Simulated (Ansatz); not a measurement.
## Computed against measured: atomisation enthalpy at 298 K

8 molecules, all hydrocarbons; the atomisation enthalpy at 298 K in kJ/mol, computed less measured. Shapes, held fixed at every level: PBE0-D4/def2-TZVP. Flexible molecules stand in one conformer, not always the lowest. Thermal terms are harmonic and unscaled (PBE0-D4/def2-TZVP); the spin-orbit lowering of the free atoms is taken from their spectra. Programs: Ansatz 0.2.0. Measured values: Active Thermochemical Tables, CRC Handbook of Chemistry and Physics.

Levels: A = PBE0-D4/def2-TZVPP; B = B2PLYP/def2-TZVPP; C = MP2/def2-SVP.

| molecule | from tabulated heats | A | B | C |
| --- | --- | --- | --- | --- |
| C2H2 (acetylene) | 1641 | -4 | -13 | -47 |
| CH4 (methane) | 1663 | -10 | -12 | -85 |
| C3H4 (propyne) | 2837 | +16 | -20 | -81 |
| C4H10 (isobutane) | 5183 | +19 | -54 | -193 |
| C5H10 (cis-2-pentene) | 5792 | +42 | -54 | -194 |
| C5H10 (2-methyl-2-butene) | 5806 | +40 | -57 | -196 |
| C6H10 (SMILES CC1=CCCC1) | 6485 | +68 | -70 | -183 |
| C6H10 (1,5-hexadiene) | 6397 | +50 | -65 | -201 |

(1) Which level does best on this set, which worst, and which err to one side?

## Answers

(1) 
```
             level                 kind  mean error  mean absolute error                    worst case
PBE0-D4/def2-TZVPP        global hybrid       +27.6                 31.1  C6H10 (1-methylcyclopentene)
 B2PLYP/def2-TZVPP        double hybrid       -43.1                 43.1  C6H10 (1-methylcyclopentene)
      MP2/def2-SVP  perturbation theory      -147.5                147.5         C6H10 (1,5-hexadiene)
```

On this set PBE0-D4/def2-TZVPP has the smallest mean absolute error and MP2/def2-SVP the largest. PBE0-D4/def2-TZVPP is too high in 6 of 8; B2PLYP/def2-TZVPP is too low in 8 of 8; MP2/def2-SVP is too low in 8 of 8. Heats of the atoms come from ATcT where it has them. The levels differ in basis as well as in method. For PBE0-D4/def2-TZVPP and B2PLYP/def2-TZVPP the error tends to grow with the atomisation enthalpy. Correlated wave functions converge slowly with the basis. The set is small.
